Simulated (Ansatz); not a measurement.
The same path of ClFH2Si (5 atoms, charge 0, multiplicity 1) was run twice with different band settings. Lost on the way: Si1–H2. Made: H2–F3.

Theory: Ansatz, RKS LDA/def2-SVP.

Relaxed end points:

```xyz
5
Properties=species:S:1:pos:R:3
Si 0.200 -0.007 0.190
H 0.183 -0.057 1.686
F 1.738 -0.028 -0.299
H -0.456 1.213 -0.379
Cl -0.738 -1.668 -0.542
```

```xyz
5
Properties=species:S:1:pos:R:3
Si -0.610 0.072 0.338
H 1.306 -0.082 1.456
F 1.543 0.004 0.531
H -0.473 1.088 -0.812
Cl -0.838 -1.628 -0.856
```

Common settings: movable images 9; climbing image yes; spring 5.0 eV/Å²; optimiser quadratic models (default); force threshold 0.03 eV/Å; iteration limit 60; end points relaxed.

| run | start path |
| --- | --- |
| 1 | through a guess of the saddle point |
| 2 | straight line |

(1) What does each run give, and how far can it be trusted?

## Answers

(1) Run 1: converged after 10 iterations, highest image 3.065 eV above the first end. A vibrational analysis at the climbing image gives one clearly imaginary mode, 814i cm⁻¹: a first-order saddle point.
Run 2: converged after 12 iterations, highest image 3.065 eV above the first end. Another band between the same ends (9 images) ends at a top of the same energy, where a vibrational analysis finds 1 clearly imaginary mode.
The orbitals stay closed-shell, which can raise the energy where a bond breaks towards radicals; this wasn't checked here.
